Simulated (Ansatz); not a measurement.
We consider antiferromagnetic (type II) rock-salt MnS, described by PBE0 in Ansatz (plane waves, PAW).

Run with plane-wave cutoff 460 eV, 8×8×8 k mesh, Fermi–Dirac smearing 0.01 eV, spin-polarised with opposed moments, scalar-relativistic PAW data made under PBE.

Cell (measured lattice):

```
MnS
1.0
    5.22360     2.61180     2.61180
    2.61180     5.22360     2.61180
    2.61180     2.61180     5.22360
Mn S
2 2
Direct
  0.00000   0.00000   0.00000
  0.50000   0.50000   0.50000
  0.25000   0.25000   0.25000
  0.75000   0.75000   0.75000
```
Starting moments (μB, in the order of the record's atoms Mn Mn S S): 5.0 -5.0 0.0 0.0.

Task: Predict the band gap, smallest direct gap on the k points sampled, direct gap at Γ and magnetic moment (largest site, within a sphere).

Result: 
band gap: 3.67 eV (on the SCF k mesh) (indirect)
smallest direct gap on the k points sampled: 4.29 eV
direct gap at Γ: 5.54 eV
magnetic moment (largest site, within a sphere): 4.44 μB

Note: cell and atoms aren't relaxed at this level (pressure -0.8 GPa).

Moments are spin moments.

Computed values are for the static lattice.

Cost on a shared machine: very roughly 29 core-minutes.

Ansatz is a quantum-chemistry and plane-wave program.
